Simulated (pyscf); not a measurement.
•H₂C–Si(Cl)(Cl)–Cl + hydrogen (H₂) -> methyltrichlorosilane (H₃C–Si(Cl)(Cl)–Cl) + H atom (H•), a hydrogen abstraction (doublet surface; H–H broken, C–H formed). PySCF, gas phase, ωB97X-D3(BJ)/def2-SVP geometries. Energies in kcal/mol from the separated reactants.

Small-basis levels: PySCF, no dispersion term, spherical d functions. Open shells are spin-unrestricted. 

Task: In single points B3LYP/6-31G* puts the saddle at 10.7 kcal/mol and the reaction energy at +1.6 kcal/mol. Should these be trusted to within a few kcal/mol? Compare with ωB97M-D3(BJ)/def2-TZVP.

Result: ωB97M-D3(BJ)/def2-TZVP gives ΔE‡ = 11.1 kcal/mol and ΔE = -1.6 kcal/mol. B3LYP/6-31G* lies 0.4 kcal/mol under it in the barrier and 3.2 kcal/mol over it in the reaction energy, so on this step it does not hold to within 3.0 kcal/mol. ωB97M-D3(BJ)/def2-TZVP has limits of its own. One saddle was located; it need not be the lowest between these sides. The angle at the transferred H is 177°.
